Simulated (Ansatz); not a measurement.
`C=NC(C)F`. Charge 0, multiplicity 1. The geometry is a stationary point of PBE0-D4/def2-TZVP. It is one conformer, not always the lowest.

```xyz
11

C    -1.861   -0.340   -0.348
N    -0.661   -0.543   -0.672
C     0.339    0.410   -0.343
C     1.402   -0.209    0.530
F    -0.161    1.538    0.310
H    -2.602   -1.093   -0.609
H    -2.200    0.554    0.181
H     0.765    0.774   -1.286
H     0.956   -0.547    1.468
H     2.180    0.523    0.746
H     1.843   -1.067    0.023
```

Question: What is the dipole moment at PBE/def2-TZVPP? (Estimate.)

Answer: Computed: 0.32 D, with components (0.08, -0.29, 0.11) D in this frame, pointing from negative to positive charge.

Question: And with r2SCAN, B3LYP, ωB97M-V? (Estimate.)

Answer: Ansatz gave: r2SCAN 0.34 D, B3LYP 0.35 D, ωB97M-V 0.34 D.

Question: Give the Mulliken charges with PBE, B3LYP, ωB97M-V in def2-TZVPP. (An estimate is asked.)

Answer: Computed: 
```json
{"atom": "C1", "PBE": "-0.11", "B3LYP": "-0.12", "ωB97M-V": "-0.10"}
{"atom": "N2", "PBE": "-0.18", "B3LYP": "-0.22", "ωB97M-V": "-0.23"}
{"atom": "C3", "PBE": "0.22", "B3LYP": "0.27", "ωB97M-V": "0.22"}
{"atom": "C4", "PBE": "-0.24", "B3LYP": "-0.23", "ωB97M-V": "-0.28"}
{"atom": "F5", "PBE": "-0.21", "B3LYP": "-0.26", "ωB97M-V": "-0.25"}
{"atom": "H6", "PBE": "0.10", "B3LYP": "0.12", "ωB97M-V": "0.11"}
{"atom": "H7", "PBE": "0.08", "B3LYP": "0.10", "ωB97M-V": "0.11"}
{"atom": "H8", "PBE": "0.07", "B3LYP": "0.08", "ωB97M-V": "0.09"}
{"atom": "H9", "PBE": "0.09", "B3LYP": "0.08", "ωB97M-V": "0.10"}
{"atom": "H10", "PBE": "0.09", "B3LYP": "0.09", "ωB97M-V": "0.11"}
{"atom": "H11", "PBE": "0.10", "B3LYP": "0.09", "ωB97M-V": "0.11"}
```

B3LYP here is the variant with VWN-RPA as its local correlation; programs differ in this.
